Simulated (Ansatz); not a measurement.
Species: HO, SMILES `[OH]` (charge 0, multiplicity 2).

Task: Give a relaxed geometry from B3LYP-D3(BJ)/def2-TZVP run with Ansatz (an electronic-structure program).

Result: the end point of this relaxation (outside a Z-matrix the atoms follow the SMILES, hydrogens last).
Z-matrix (Å, degrees):
```
O
H 1 0.9766
```
